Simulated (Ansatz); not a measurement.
We consider tetradymite Bi₂Se₃, described by PBEsol-D3(BJ) (PAW; Ansatz, a quantum-chemistry and plane-wave program).

Numerical settings: plane-wave cutoff 520 eV, 10×10×10 k mesh, Fermi–Dirac smearing 0.01 eV, scalar-relativistic PAW data made under PBE.

The volume scan:

```json
[
 {"V (Å³/atom)": "25.545", "E − E_lowest (meV/atom)": "7.51", "P (GPa)": "2.384"},
 {"V (Å³/atom)": "26.078", "E − E_lowest (meV/atom)": "1.77", "P (GPa)": "1.100"},
 {"V (Å³/atom)": "26.610", "E − E_lowest (meV/atom)": "0.00", "P (GPa)": "0.000"},
 {"V (Å³/atom)": "27.142", "E − E_lowest (meV/atom)": "1.57", "P (GPa)": "-0.926"},
 {"V (Å³/atom)": "27.674", "E − E_lowest (meV/atom)": "5.88", "P (GPa)": "-1.649"}
]
```

Question: Estimate the bulk modulus from the pressures at 26.078 and 27.142 Å³/atom, and compare it with a fit to all energies.

Answer: B = −V dP/dV. Between V = 26.078 and 27.142 Å³/atom, dP/dV = (-0.926 − (1.100))/(27.142 − 26.078) = -1.90 GPa per Å³/atom; at the midpoint 26.610 Å³/atom this gives B ≈ 50.7 GPa. The third-order Birch–Murnaghan fit gives V0 = 26.609 Å³/atom, B0 = 49.9 GPa, B′ = 8.2, which lies 2 % below that estimate.

Shape and atoms are relaxed at each volume.

Note: the bulk modulus comes from volumes at which shape and atoms were relaxed.

Spin–orbit coupling is not included; it can shift volumes and moduli of such heavy elements.

The computed numbers hold no vibrational or temperature effects.
